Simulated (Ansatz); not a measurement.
## Strength of the C–H bond: C3H6O → C3H5O + H

Species: C3H6O (methoxyethene) `C=COC`, singlet; C3H5O `[CH2]OC=C`, doublet; H atom, doublet. 

Shapes, held fixed at every level: PBE0-D4/def2-TZVP. Flexible molecules stand in one conformer, not always the lowest. Programs: Ansatz 0.2.0. The zero-point and thermal change to 298 K, harmonic and unscaled (PBE0-D4/def2-TZVP), is -32.2 kJ/mol.

```
                level                    kind  ΔH(298 K) (kJ/mol)  less CCSD(T)/CBS estimate  CPU time (sum over the molecules)
     SPW92/def2-TZVPP                     LDA              +438.2                      +21.1                              6.5 s
  BHLYP-D4/def2-TZVPP           global hybrid              +400.7                      -16.4                               18 s
   PBE0-D4/def2-TZVPP           global hybrid              +396.5                      -20.6                               15 s
r2SCAN0-D4/def2-TZVPP           global hybrid              +393.9                      -23.2                               28 s
   wB97X-V/def2-TZVPP  range-separated hybrid              +409.1                       -8.0                               43 s
    B2PLYP/def2-TZVPP           double hybrid              +403.7                      -13.4                               31 s
       MP2/def2-TZVPP     perturbation theory              +413.8                       -3.3                                  –
 CCSD(T)/CBS estimate   coupled cluster or CI              +417.1                        0.0                             12 min
```

The highest level, CCSD(T)/CBS estimate, gives ΔH(298 K) = +417.1 kJ/mol; the levels span +393.9 to +438.2. The column of differences is taken from that level and isn't an error. No measured value is set beside it here. Open shells run unrestricted unless RO is named. The CBS estimate extrapolates MP2 from def2-TZVPP and def2-QZVPP and adds CCSD(T) − MP2 in the triple-zeta set, cores frozen. Times are processor times on shared x86 and Arm servers, and rough.
